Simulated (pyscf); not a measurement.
HO–PH–O–PH₂ (SMILES OPOP) + H₂ (SMILES [H][H]) → HO–PH–OH (SMILES OPO) + PH₃ (SMILES P), a four-centre exchange (singlet surface; O–P, H–H broken, H–O, H–P formed). PySCF, gas phase, ωB97X-D3(BJ)/def2-SVP geometries. Energies in kJ/mol from the separated reactants.

Small-basis levels: PySCF, no dispersion term, spherical d functions. AM1 to PM7: differences of heats of formation from MOPAC, which are fitted to 298 K values and so differ in kind from electronic energies by zero-point and thermal terms. Cost: rough CPU time at the saddle relative to B3LYP/6-31G*, from one job on a shared machine.

| level | barrier | reaction energy | cost |
|---|---|---|---|
| HF/STO-3G | 401.6 | -38.8 | 0.04 |
| SVWN5/6-31G* | 164.6 | -34.1 | 0.8 |
| PBE/6-31G* | ___ | -37.1 | 1 |
| B3LYP/3-21G | 193.5 | -28.5 | 0.7 |
| B3LYP/LANL2DZ | 199.2 | -66.8 | 0.6 |
| B3LYP/6-31G* | 247.0 | -36.5 | 1 |
| M06-2X/6-31G* | 251.8 | -28.0 | 2 |
| B3LYP/6-311+G** | 228.5 | -59.3 | 1 |
| PBE/def2-SVP | 181.0 | -50.7 | 1 |
| B3LYP/def2-SVP | 219.7 | -50.7 | 1.0 |
| AM1 | 339.0 | -9.6 | under 0.02 |
| PM6 | ___ | +108.5 | under 0.02 |
| ωB97M-D3(BJ)/def2-TZVP | ___ | -36.4 | – |

Some entries are withheld; supply them.


- PBE/6-31G*, barrier: 208.0
- PM6, barrier: 311.7
- ωB97M-D3(BJ)/def2-TZVP, barrier: 241.3

Against the last row the barrier runs from -76.6 (SVWN5/6-31G*) to +160.3 kJ/mol (HF/STO-3G). ωB97M-D3(BJ)/def2-TZVP has limits of its own. HO–PH–O–PH₂ lies 30.0 kJ/mol over its isomer HO–P(OH)–PH₂ (electronic energy, ωB97M-D3(BJ)/def2-TZVP). One saddle was located; it need not be the lowest between these sides.
